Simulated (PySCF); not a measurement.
C2H, multiplicity 2. Atoms are numbered in the order given.

```xyz
3

C      0.0000     0.0000     0.7281
C      0.0000     0.0000    -0.4720
H      0.0000     0.0000    -1.5363
```
Charge 0, spin multiplicity 2.

Geometry: B3LYP-D3(BJ)/def2-TZVPD. The isomer is the one that the SMILES or the coordinates give; other isomers of the formula were not compared.

Method: PySCF with PBE/def2-TZVPD.

Mulliken values depend strongly on the basis, most of all with diffuse functions as here. ESP charges are fitted to the potential on shells at 1.4 to 2.0 van der Waals radii. Atomic charges (e):

| atom | meta-Löwdin | ESP fit | Mulliken spin |
|---|---|---|---|
| C1 | (withheld) | 0.18 | 1.09 |
| C2 | (withheld) | -0.55 | -0.11 |
| H3 | (withheld) | 0.36 | 0.02 |

Complete the blanks. (The exact figures need the calculation; the answer reports its results.)


- C1, meta-Löwdin: 0.02
- C2, meta-Löwdin: -0.20
- H3, meta-Löwdin: 0.18
